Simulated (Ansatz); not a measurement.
We consider hcp Be, described by PBE (Ansatz, a quantum-chemistry and plane-wave program, PAW).

Run with plane-wave cutoff 520 eV, 16×16×10 k mesh (along the axes of the cell as run), Fermi–Dirac smearing 0.1 eV, perturbation theory, force constants from a 4×4×2 q mesh, scalar-relativistic PAW data made under PBE.

### Question
Estimate the zero-point energy that the calculation returns.

### Answer

- zero-point energy: 0.093 eV/atom

Cost on a shared machine: about 2.9 core-minutes (a rough figure).
